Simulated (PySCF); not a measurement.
Spin-Hamiltonian simulation

Molecule: `O=CO[C@H]1CO1`, C3H4O3.

Molfile (atoms numbered from 1):
```
C3H4O3
     RDKit          3D

 10 10  0  0  0  0  0  0  0  0999 V2000
    1.8569   -1.0489    1.1255 O   0  0  0  0  0  0  0  0  0  0  0  0
    1.6760   -0.3483    0.1764 C   0  0  0  0  0  0  0  0  0  0  0  0
    0.4891    0.1155   -0.2475 O   0  0  0  0  0  0  0  0  0  0  0  0
   -0.6514   -0.2892    0.4518 C   0  0  1  0  0  0  0  0  0  0  0  0
   -1.9157    0.2760    0.0131 C   0  0  0  0  0  0  0  0  0  0  0  0
   -1.5346   -1.0652   -0.2745 O   0  0  0  0  0  0  0  0  0  0  0  0
    2.4680    0.0380   -0.4970 H   0  0  0  0  0  0  0  0  0  0  0  0
   -0.4374   -0.5998    1.4796 H   0  0  0  0  0  0  0  0  0  0  0  0
   -1.9079    0.9592   -0.8446 H   0  0  0  0  0  0  0  0  0  0  0  0
   -2.7437    0.3978    0.7222 H   0  0  0  0  0  0  0  0  0  0  0  0
  1  2  2  0
  2  3  1  0
  3  4  1  0
  4  5  1  0
  5  6  1  0
  6  4  1  0
  2  7  1  0
  4  8  1  1
  5  9  1  0
  5 10  1  0
M  END
```

Theoretical values (PySCF 2.14.0 with density-fitted response routines): structure optimised with PBE0-D3(BJ)/def2-SVP, σ from GIAO-KT2/pcSseg-2, J couplings at B3LYP/pcJ-1 (without the spin–dipole term). No solvent model, no relativistic terms, one computed conformer.

Scale: TMS for ¹H (σref 31.18) (reference shieldings calculated alike).

Shifts (ppm): H7 8.20, H8 6.15, H9 2.74, H10 2.57.
Couplings (Hz): H7–H8: -0.8; H8–H9: 0.6; H8–H10: 2.3; H9–H10: 6.1.

The 4-spin Hamiltonian (Zeeman plus full scalar coupling among like nuclei) was diagonalised exactly; lines are Lorentzian, 0.4 Hz wide, and the maxima above 3 % are listed with the tallest set to 100.

Q: Give the ¹H peak list of this spin system at 80 MHz.

A: 
δ in ppm (height): 8.205 (99), 8.195 (100), 6.173 (28), 6.164 (47), 6.155 (29), 6.145 (30), 6.136 (46), 6.127 (28), 2.791 (29), 2.782 (31), 2.714 (73), 2.706 (70), 2.614 (68), 2.586 (65), 2.538 (27), 2.510 (29)

Q: And at 600 MHz?

A: 
Hz from δ = 0 (height): 4920.4 (100), 4919.6 (100), 3691.9 (28), 3691.2 (44), 3690.5 (30), 3689.6 (30), 3688.9 (42), 3688.2 (28), 1647.5 (49), 1646.9 (49), 1641.4 (55), 1640.8 (55), 1546.1 (51), 1543.8 (50), 1540.0 (45), 1537.7 (45)

Q: Among coupled protons with different shifts, which pair is furthest from first order, and how does the field change that?

A: H9 and H10: Δν/J is about 2.2 at 80 MHz (strongly coupled) and 16.7 at 600 MHz (close to first order). J in Hz doesn't depend on the field, while Δν in Hz grows in proportion to it.

Unscaled 3J(H,H) at this level run about 10 % above measured values.
